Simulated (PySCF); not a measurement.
Mg: ionisation energy

Mg [Ne] 3s2 (1S) → Mg⁺ [Ne] 3s1 (2S), as a difference of total energies. Calculation: PySCF 2.14, in cc-pVTZ-DK; scalar relativity by spin-free X2C-1e. Correlated levels: valence: [Ne] frozen. The calculations carry no spin-orbit coupling.

```csv
method,ionisation energy (eV)
UHF,6.617
r2SCAN,7.377
PBE0,7.553
MP2 (valence),7.257
SCS-MP2 (valence),7.385
CCSD (valence),7.534
```

Task: How much does correlation contribute at MP2 (valence)?

Result: 7.257 − (6.617) = 0.640 eV, measured against UHF.

Errors of the correlated levels include the incompleteness of this basis and the frozen core.

With two correlated electrons CCSD is exact in that space.

For comparison: 7.646 eV (measured; NIST Atomic Spectra Database, ionization energies).
